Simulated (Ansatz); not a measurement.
Conformers and stereoisomers of C3H4F2 (`FC=CCF`), each relaxed with PBE0-D4/def2-TZVP in Ansatz. CBS adds the triple-zeta coupled-cluster correction to the MP2 limit.

Not all of them had a frequency check.

Conformer A:

```xyz
9

F     2.472    0.601   -0.192
C     1.146    0.565   -0.365
C     0.383   -0.266    0.316
C    -1.092   -0.339    0.156
F    -1.544    0.562   -0.786
H     0.798    1.276   -1.103
H     0.835   -0.942    1.036
H    -1.598   -0.116    1.102
H    -1.400   -1.341   -0.165
```

Conformer B:

```xyz
9

F    -2.048   -0.088    1.525
C    -1.130   -0.375    0.604
C    -0.080    0.394    0.387
C     0.936    0.030   -0.629
F     0.954    0.964   -1.656
H    -1.348   -1.299    0.078
H     0.050    1.308    0.956
H     0.724   -0.949   -1.068
H     1.942    0.014   -0.197
```

Conformer C:

```xyz
9

F    -0.870   -0.024    1.867
C     0.233    0.453    1.284
C     0.504    0.260    0.006
C    -0.358   -0.493   -0.939
F    -0.669    0.305   -2.031
H     0.862    0.996    1.981
H     1.427    0.684   -0.374
H    -1.291   -0.805   -0.468
H     0.162   -1.376   -1.326
```

Which is lowest in electronic energy at CCSD(T)/CBS (frozen core, def2 sets), and by how much? (Best estimate.)

The calculation gave: B; A lies 3.2 kJ/mol higher, C lies 0.5 kJ/mol higher. Gaps under about 2 kJ/mol don't settle the order.

Give the energies relative to B (kJ/mol) with ωB97X-V/def2-TZVPP, B2PLYP/def2-TZVPP, B3LYP/def2-TZVPP, HF/def2-TZVPP, MP2/def2-TZVPP, SCS-MP2/def2-TZVPP, CCSD/def2-TZVPP. (An estimate is asked.)

Ansatz gave: 
```
             level    A    C
ωB97X-V/def2-TZVPP  2.0  0.3
 B2PLYP/def2-TZVPP  3.6  0.8
  B3LYP/def2-TZVPP  3.4  0.9
     HF/def2-TZVPP  1.6  0.3
    MP2/def2-TZVPP  4.0  1.0
SCS-MP2/def2-TZVPP  3.6  0.7
   CCSD/def2-TZVPP  2.4  0.4
```

B3LYP here is the variant with VWN-RPA as its local correlation; programs differ in this.
